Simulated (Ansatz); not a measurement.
Input file:

```yaml
crystal:
  periodic: [false, false, false]
  atoms:
    - {symbol: B, position_ang: [0.000000, 0.000000, 0.008418]}
    - {symbol: O, position_ang: [0.000000, 0.000000, -1.189543]}
    - {symbol: H, position_ang: [0.000000, 0.000000, 1.181125]}
basis:
  gaussian: {orbitals: 6-31G}
total_charge: 1
magnetization: {spin_polarized: false, initial_magnetization: 1}
hamiltonian: {pseudopotentials: {relativity: none}}
correlation: {method: fic_mrcisd_q_relaxed, electrons: outside_noble_gas, active_space: {window: {electrons: 1, orbitals: 3}}}
```

```sh
$ ansatz run in.yaml --threads 1 --pin off --events-out ev --progress --plain --max-ram 2393MiB
```

Log:

```
233 factors; integrals over basis functions are off by at most 1.9e-4 eV
mean field evaluation 1: about -2695.0076 eV, gradient 7.3e1 eV
mean field evaluation 2: about -2695.0200 eV, gradient 7.3e1 eV
mean field evaluation 4: about -2711.4612 eV, gradient 1.8e1 eV
mean field evaluation 8: about -2712.5327 eV, gradient 1.0e-1 eV
mean field evaluation 16: about -2695.0076 eV, gradient 7.3e1 eV
mean field evaluation 32: about -2712.5327 eV, gradient 2.7e-4 eV
mean field evaluation 64: about -2695.0076 eV, gradient 7.3e1 eV
mean field -2712.53273417 eV, -99.6837393599 hartree, gradient 2.1e-6 eV, S^2 0.750000; 4 other end points of the search recorded, 0 dependent functions left out
reference -2712.53273417 eV, -99.6837393599 hartree; 7, 6 occupied and 13, 14 virtual orbitals, 233 factors
state -2712.53273417 eV, -99.6837393599 hartree
contracted CI cycle   1: correlation 0.00000000 eV, 0.0000000000 hartree, residual 1.74e1 eV
contracted CI cycle   2: correlation -3.38256764 eV, -0.1243070679 hartree, residual 3.07e0 eV
contracted CI cycle   3: correlation -3.56609950 eV, -0.1310517394 hartree, residual 1.25e0 eV
contracted CI cycle   4: correlation -3.59401074 eV, -0.1320774584 hartree, residual 3.56e-1 eV
contracted CI cycle   5: correlation -3.59647005 eV, -0.1321678367 hartree, residual 1.13e-1 eV
contracted CI cycle   6: correlation -3.59674127 eV, -0.1321778036 hartree, residual 3.80e-2 eV
contracted CI cycle   7: correlation -3.59677053 eV, -0.1321788790 hartree, residual 1.25e-2 eV
contracted CI cycle   8: correlation -3.59677433 eV, -0.1321790186 hartree, residual 5.69e-3 eV
contracted CI cycle   9: correlation -3.59677504 eV, -0.1321790447 hartree, residual 2.02e-3 eV
contracted CI cycle  10: correlation -3.59677514 eV, -0.1321790482 hartree, residual 7.39e-4 eV
state -2712.53273417 eV, -99.6837393599 hartree; corrected -2716.33296670 eV, -99.8233953298 hartree
WARN: 2 active orbitals are nearly empty or full. The corrections depend on them more than the energy does, and are more stable in an active space without them
Total energy: -2716.33296670 eV, -99.8233953298 hartree
```

Natural occupations: 1.0000 0.0000 0.0000.

Ran on 1 thread of Arm Neoverse V2, shared host: 0.36 s wall, 0.15 GiB peak host memory.
